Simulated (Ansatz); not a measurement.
Input file:

```yaml
crystal:
  periodic: [false, false, false]
  atoms:
    - {symbol: O, position_ang: [-0.916173, -0.231644, 0.000000]}
    - {symbol: H, position_ang: [-1.165482, 0.694932, 0.000000]}
    - {symbol: H, position_ang: [0.182827, -0.231644, 0.000000]}
    - {symbol: Br, position_ang: [1.898827, -0.231644, 0.000000]}
basis:
  gaussian: {orbitals: cc-pVDZ}
magnetization: {spin_polarized: false, initial_magnetization: 1}
correlation: {method: bccd, electrons: outside_noble_gas}
output: {forces: true}
```

```sh
$ ansatz run in.yaml --threads 1 --pin off --events-out ev --progress --plain --max-ram 2393MiB
```

The program prints:

```
533 factors; integrals over basis functions are off by at most 1.5e-3 eV
mean field evaluation 1: about -72062.2671 eV, gradient 3.6e1 eV
mean field evaluation 2: about -72062.2678 eV, gradient 3.6e1 eV
mean field evaluation 4: about -72064.0474 eV, gradient 1.9e1 eV
mean field evaluation 8: about -72064.8848 eV, gradient 8.8e-2 eV
mean field evaluation 16: about -72064.8864 eV, gradient 5.1e-1 eV
mean field evaluation 32: about -72064.5973 eV, gradient 1.1e1 eV
mean field evaluation 64: about -72064.9801 eV, gradient 6.9e-3 eV
mean field evaluation 96: about -72064.8505 eV, gradient 1.6e-1 eV
mean field evaluation 128: about -72064.8237 eV, gradient 3.7e0 eV
mean field evaluation 160: about -72060.7804 eV, gradient 4.1e0 eV
...
cycle  10  -9.26607096 eV  change    6.0e-6 eV  update   2.0e-5
cycle  11  -9.26607220 eV  change   -1.2e-6 eV  update   1.7e-5
cycle  12  -9.26606720 eV  change    5.0e-6 eV  update   1.6e-5
cycle  13  -9.26606615 eV  change    1.1e-6 eV  update   1.3e-5
cycle  14  -9.26606976 eV  change   -3.6e-6 eV  update   7.0e-6
cycle  15  -9.26607226 eV  change   -2.5e-6 eV  update   2.7e-6
cycle  16  -9.26607304 eV  change   -7.9e-7 eV  update   1.1e-6
cycle  17  -9.26607318 eV  change   -1.4e-7 eV  update   5.7e-7
cycle  18  -9.26607337 eV  change   -1.9e-7 eV  update   3.0e-7
cycle  19  -9.26607343 eV  change   -5.4e-8 eV  update   1.0e-7
the calculation of the forces begins
Total energy: -72074.24618304 eV, -2648.6796935481 hartree
Atom 0 at    -0.916173    -0.231644     0.000000 Å, force     2.149733    -0.799180     0.000000 eV/Å
Atom 1 at    -1.165482     0.694932     0.000000 Å, force     0.217340     0.643384     0.000000 eV/Å
Atom 2 at     0.182827    -0.231644     0.000000 Å, force    -3.646691     0.044744     0.000000 eV/Å
Atom 3 at     1.898827    -0.231644     0.000000 Å, force     1.279618     0.111051    -0.000000 eV/Å
Dipole moment:     0.072627     0.313912     0.000000 e Å
```

Forces (eV/Å):
```
O    2.150 -0.799  0.000
H    0.217  0.643  0.000
H   -3.647  0.045  0.000
Br   1.280  0.111  0.000
```

Ran on 1 thread of Arm Neoverse V2, shared host: 15 s wall, 0.18 GiB peak host memory.
